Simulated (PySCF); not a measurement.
Simulated outer-valence photoelectron spectrum of propanoyl fluoride (`CCC(=O)F`). Level of theory: EOM-IP-CCSD/aug-cc-pVDZ in PySCF, restricted Hartree–Fock reference, frozen core, non-relativistic, gas phase, PBE0-D3(BJ)/def2-SVP geometry.

Each root has a Gaussian of 0.3 eV full width with its one-hole share as area; cross sections and vibrations are left out, and the highest printed point is 100.

ionisation energy (eV), intensity and a bar:
```
     11.0          2 #
     11.2         44 #############
     11.4         74 ######################
     11.6         11 ###
     11.8          0 
     12.0          0 
     12.2          0 
     12.4          0 
     12.6          0 
     12.8          1 
     13.0         30 #########
     13.2         98 #############################
     13.4        100 ##############################
     13.6         47 ##############
     13.8         77 #######################
     14.0         45 ##############
     14.2         45 #############
     14.4         76 #######################
     14.6         18 ######
     14.8         67 ####################
     15.0         54 ################
     15.2          4 #
     15.4          0 
     15.6          1 
     15.8         28 ########
     16.0         82 #########################
     16.2         21 ######
     16.4          0 
     16.6          0 
     16.8          7 ##
     17.0         66 ####################
     17.2         53 ################
     17.4          4 #
```

**Question.** Where are the maxima, and how many lines lie under the curve?

**Answer.** 7 maxima, at 11.3, 13.3, 13.9, 14.3, 14.9, 16.0 and 17.1 eV, from 8 lines. At this width some lines have no maximum of their own.

**Question.** List the lines with their holes.

**Answer.** 
```json
{"E (eV)": "11.34", "leading hole (HF orbital)": "HOMO", "area": "0.95", "Koopmans (eV)": "13.01"}
{"E (eV)": "13.18", "leading hole (HF orbital)": "HOMO-1", "area": "0.95", "Koopmans (eV)": "14.05"}
{"E (eV)": "13.43", "leading hole (HF orbital)": "HOMO-2", "area": "0.96", "Koopmans (eV)": "14.37"}
{"E (eV)": "13.85", "leading hole (HF orbital)": "HOMO-3", "area": "0.95", "Koopmans (eV)": "15.06"}
{"E (eV)": "14.35", "leading hole (HF orbital)": "HOMO-4", "area": "0.95", "Koopmans (eV)": "15.83"}
{"E (eV)": "14.88", "leading hole (HF orbital)": "HOMO-5", "area": "0.95", "Koopmans (eV)": "16.66"}
{"E (eV)": "15.99", "leading hole (HF orbital)": "HOMO-6", "area": "0.95", "Koopmans (eV)": "17.41"}
{"E (eV)": "17.08", "leading hole (HF orbital)": "HOMO-7", "area": "0.94", "Koopmans (eV)": "19.33"}
```

The widest gap, 1.84 eV, lies between 11.34 and 13.18 eV. Only orbitals with −ε under 21 eV, eight at most, were ionised, so the high end of the curve may lack lines.

Hardware: an Arm Neoverse V1 with one thread, shared host with 32 logical CPUs at a one-minute load of 21. Cost: 6.6 min, 3.0 GiB resident at most.

Shape of the structure used: `[CH3:1][CH2:2][C:3](=[O:4])[F:5]`: C1–C2–C3–O4 -127°.

One conformer stands for the species.
